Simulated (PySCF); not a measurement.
Geometry:
```
atom   x (Å)   y (Å)   z (Å)
  C1   1.888   0.117   0.090
  C2   0.661  -0.271   0.057
  C3  -0.603  -0.613   0.016
  C4  -1.675   0.374  -0.126
  O5  -1.538   1.567  -0.215
  H6   2.479   0.208  -0.806
  H7   2.380   0.364   1.017
  H8  -0.897  -1.651   0.089
  H9  -2.683  -0.087  -0.147
```

Fast rotation and ring inversion assumed for equivalent nuclei, non-relativistic, a single conformation, no solvent. GFN2-xTB geometry; PBE0/pcSseg-1 with gauge-including orbitals; PySCF.

Referencing at the same level of theory: TMS for ¹³C, ¹H; H2O for ¹⁷O.

```json
{"atoms": "H9", "nucleus": "¹H", "count": "1", "δ (ppm)": "9.68"}
{"atoms": "C4", "nucleus": "¹³C", "count": "1", "δ (ppm)": "191.8"}
{"atoms": "O5", "nucleus": "¹⁷O", "count": "1", "δ (ppm)": "?"}
{"atoms": "C2", "nucleus": "¹³C", "count": "1", "δ (ppm)": "230.3"}
{"atoms": "H8", "nucleus": "¹H", "count": "1", "δ (ppm)": "5.95"}
{"atoms": "H6/H7", "nucleus": "¹H", "count": "2", "δ (ppm)": "5.49"}
{"atoms": "C3", "nucleus": "¹³C", "count": "1", "δ (ppm)": "?"}
{"atoms": "C1", "nucleus": "¹³C", "count": "1", "δ (ppm)": "82.7"}
```

Question: Complete the table.

Answer: 
- C3: 95.8 ppm, terminal carbon of a cumulated C=C=C unit
- O5: 695.2 ppm, aldehyde oxygen

Shifts are as computed. Against solution values, carbons near 30 ppm lie about +3 ppm off and those near 130 ppm about +5 ppm. Of 1313 compounds with measured shifts, 239 miss one by over three times the rms of a fit or turn the order of signals round; such compounds aren't used in these exercises. Unscaled 17O shifts of doubly bonded oxygen tend to come out too high, by tens of ppm or more. Experimental scales use liquid or dissolved standards, which lie at an offset from isolated H2O (liquid H2O: subtract about 36 ppm).
